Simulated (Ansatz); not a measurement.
Species: C₄H₅, net charge -1, singlet state. It need not be the lowest isomer of its formula. Whether it binds its extra electron was not tested at this geometry. 
Coordinates optimised at B3LYP-D3(BJ)/def2-TZVP (Ansatz, a program for electronic structure):
SMILES: C=C1[CH-]C1
```xyz
9

C     -0.0620    -0.1290     0.2436
C     -0.0084    -0.7861    -0.9630
C     -0.0104     0.7351    -0.9720
C     -0.0339    -0.0222     1.5971
H      0.7777    -1.4357    -1.3363
H      0.9044     1.3404    -1.0780
H     -0.8927     1.2693    -1.3448
H      0.0792    -0.8946     2.2365
H     -0.1807     0.9340     2.0886
```
Charge -1, spin multiplicity 1.

Basis-set convergence of Hartree-Fock and CCSD correlation energies (hartree) with Ansatz. Cores are frozen in the correlated levels unless marked. No spin-orbit coupling. No relativistic terms. This anion needs diffuse functions, which these sets lack.

```csv
basis,functions,E(HF),"E(corr, CCSD)"
cc-pVDZ,-,-154.23614,-0.58821
cc-pVTZ,190,[?],[?]
```

Task: Fill in the missing entries.

Result: 
- cc-pVTZ, E(HF): -154.28330
- cc-pVTZ, E(corr, CCSD): -0.69864
